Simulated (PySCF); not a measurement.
Molecule: `C(C=C)[C@@H]1CO1`, C5H8O.

Geometry (Å), atoms numbered from 1 in this order:
```xyz
14

C    -2.4437   -0.0127    0.0535
C    -1.2236   -0.0696   -0.4450
C    -0.0731   -0.7617    0.2188
C     1.0201    0.2326    0.5532
C     2.0596    0.5745   -0.4197
O     2.3277   -0.2392    0.6866
H    -2.6944   -0.4843    0.9898
H    -3.2444    0.4985   -0.4530
H    -0.9913    0.4114   -1.3865
H    -0.4048   -1.2551    1.1343
H     0.3436   -1.5204   -0.4489
H     0.7343    0.9935    1.2774
H     2.5160    1.5578   -0.4012
H     2.0734    0.0741   -1.3816
```

Frames of a GFN2-xTB Langevin trajectory at 300 K; GIAO PBE0/pcSseg-1 shieldings in PySCF 2.14.0 with density-fitted response routines, gas phase, non-relativistic; equivalent atoms averaged within each frame.

Chemical shifts δ = σref − σ; $^{13}$C (σ = 186.93 ppm), $^{1}$H (σ = 31.72 ppm) vs TMS; $^{17}$O (σ = 336.08 ppm) against H2O, all at this level. The references are static minima.

Task: How do the shifts (ppm) fluctuate along the trajectory?

Result: 
```csv
time (fs),C2,C1,C4,C5,C3,O6,H9,H8,H7,H12
250,147.6,127.0,56.1,40.2,39.1,6.0,6.44,6.08,6.01,2.85
425,149.5,126.5,54.9,41.8,37.0,18.3,6.66,5.91,6.05,3.44
625,140.7,117.0,49.8,51.8,41.4,68.0,6.49,4.27,5.04,1.74
800,151.7,126.6,46.5,40.4,38.0,33.4,6.25,5.67,4.66,2.89
1000,148.3,129.2,60.8,44.6,48.8,33.2,6.57,5.65,6.07,4.44
mean of frames,147.5,125.3,53.6,43.8,40.8,31.8,6.48,5.52,5.56,3.07
standard deviation,4.1,4.7,5.6,4.8,4.7,23.2,0.15,0.72,0.67,0.98
```

5 frames give an uncertainty of the mean of about the standard deviation over 2.2 at best, since frames this close in time may not be independent; classical motion lacks zero-point vibration, and the reference would need the same averaging.
